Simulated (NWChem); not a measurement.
# Basis-set convergence for formic acid (CH$_{2}$O$_{2}$)

SMILES: C(O)=O
```xyz
5

O      0.7471     0.8327     0.0000
C      0.1768    -0.3801     0.0000
O     -1.0040    -0.5887     0.0000
H      0.0276     1.4904     0.0000
H      0.9664    -1.1619     0.0000
```
Charge 0, spin multiplicity 1.

Everything below was run with NWChem. Structure: optimised with B3LYP/def2-SVP, a minimum by its harmonic frequencies. It is one conformer; others weren't searched.

Quantity: vertical ionisation energy at the level ΔMP2 (Δ: difference of total energies, the cation a doublet at the parent's geometry with its hole in an orbital of symmetry a' (Cs labels); it is the state that the SCF runs reached, from PBE0 orbitals for Hartree-Fock references, and need not be the lowest).

The correlated methods keep 3 core orbitals frozen. The Pople sets run with spherical d functions. No SCF solution was tested for a lower state. Open-shell Hartree-Fock references start from PBE0 orbitals; any time given for them includes that run.

Relative cost: rough, from shared machines, SCF included, pcseg-1 = 1.

| basis | functions | vertical ionisation energy (eV) | relative cost |
|---|---|---|---|
| pcseg-1 | 52 | 11.69 | 1 |
| def2-SVP | 52 | 11.53 | under 3 |
| 6-311++G** | 80 | 11.70 | under 3 |
| aug-pcseg-1 | 87 | 11.75 | under 3 |
| cc-pVTZ | 118 | 11.76 | 7 |
| def2-TZVPP | 121 | 11.82 | 7 |
| def2-TZVPD | 135 | 11.86 | 10 |
| cc-pVQZ | 225 | 11.92 | 200 |
| def2-QZVP | 231 | 11.94 | 200 |

Smallest basis within 0.05 eV of def2-QZVP, the largest set run: cc-pVQZ, with 225 functions against 231. def2-QZVP isn't the basis-set limit itself, and a small set can land close by cancellation.
